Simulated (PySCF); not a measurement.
# Name the molecule from its bond curve

A diatomic of charge 0 contains Mg (the partner may be the same element). Its singlet curve at B3LYP in a triple-zeta basis (no relativity, PySCF), in eV from the separated fragments:

```csv
R (Å),E (eV)
3.104,0.098
3.248,0.046
3.393,0.015
3.501,0.001
3.609,-0.008
3.717,-0.013
3.862,-0.015
4.042,-0.015
4.259,-0.012
4.547,-0.008
```

The fit gives ωe = 46.6 cm⁻¹ and the rotational constant Bₑ = 0.09116 cm⁻¹.

Which atom is the partner?

The minimum lies at 3.927 Å, so the reduced mass is 16.8576 u Å² cm⁻¹/(Bₑ·Re²) = 11.99 u. With Mg at 23.99 u the partner weighs about 24.0 u: Mg. The molecule is Mg2.

Closed-shell solutions of metal pairs were not tested for spin polarisation, which can lower them a little.
